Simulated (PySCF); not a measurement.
CH₃F. Atoms are numbered in the order given.

```xyz
5

C      0.0000     0.0000     0.6378
F      0.0000     0.0000    -0.7572
H      0.9009     0.5201     0.9958
H     -0.9009     0.5201     0.9958
H      0.0000    -1.0403     0.9958
```

The structure is a stationary point at PBE-D3(BJ)/def2-TZVP.

Level of theory: PBE-D3(BJ)/def2-TZVP (PySCF).

No scaling factor is applied to the harmonic values.

Modes within 1.5 cm⁻¹ of each other (mostly degenerate sets) share a row, with their intensities summed.

```tsv
mode	ν (cm⁻¹)	IR (km/mol)	moving atoms (share of kinetic energy)
1	1030	99.6	C 52 %, F 43 %
2–3	1153	0.6	H 79 %, C 17 %
4	1434	1.5	H 88 %, C 11 %
5–6	1440	7.1	H 96 %
7	2955	30.8	H 98 %
8–9	3039	71.2	H 90 %, C 10 %
```
